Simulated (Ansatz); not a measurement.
What a trial cell of Bi2F3 relaxes into

Theory: DFT PBE, scalar-relativistic, plane waves, PAW in Ansatz. Cutoff 420 eV, Γ-centred k mesh, Gaussian smearing, no spin polarisation in the final step.

The start puts Bi2F3 on the corundum structure type (R-3c, No. 167), with Bi in place of Al, F in place of O, at a guessed volume.

```
Bi F
1.0
     3.11233    1.79690    5.66491
    -3.11233    1.79690    5.66491
     0.00000   -3.59381    5.66491
Bi F
4 6
Direct
  0.85218 0.85218 0.85218
  0.64782 0.64782 0.64782
  0.14782 0.14782 0.14782
  0.35218 0.35218 0.35218
  0.05625 0.44375 0.75000
  0.75000 0.05625 0.44375
  0.44375 0.75000 0.05625
  0.94375 0.55625 0.25000
  0.25000 0.94375 0.55625
  0.55625 0.25000 0.94375
```

Cell and atoms relax at zero pressure; the relaxation can't lower the symmetry of the start. After a coarse first stage the cell is made exact in the group found at 0.06 Å.

Formation energies are uncorrected and refer to the elements' standard structures at the same level (F₂ as a molecule).

(1) Which crystal results?

(2) What are its volume, energy, density and gap?

Results:

(1) It keeps R-3c (No. 167), but not the shape of the type it started on. Conventional cell: a = 7.231 Å, c = 13.429 Å. Bi is coordinated by 3 F at 2.41 Å; F is coordinated by 2 Bi at 2.41 Å.

```
Bi F
1.0
     3.61558    2.08746    4.47624
    -3.61558    2.08746    4.47624
     0.00000   -4.17491    4.47624
Bi F
4 6
Direct
  0.88744 0.88744 0.88744
  0.61256 0.61256 0.61256
  0.11256 0.11256 0.11256
  0.38744 0.38744 0.38744
  0.09166 0.40834 0.75000
  0.75000 0.09166 0.40834
  0.40834 0.75000 0.09166
  0.90834 0.59166 0.25000
  0.25000 0.90834 0.59166
  0.59166 0.25000 0.90834
```

(2) The volume per atom is 20.27 Å³. The density is 7.78 g/cm³ and the energy over the elements is -1.53 eV/atom. The gap on the 6×6×6 mesh is 0 eV (a metal).

The final run used a 6×6×6 mesh on its 10-atom cell and 0.10 eV smearing. For metals, differences of a few meV/atom aren't resolved. Spin–orbit coupling is left out. A structure relaxed within its symmetry needn't be a true minimum.

Cost: 3 runs of about 2.1 core-minutes in all, on Intel Xeon 6975P-C (Granite Rapids) (shared hosts).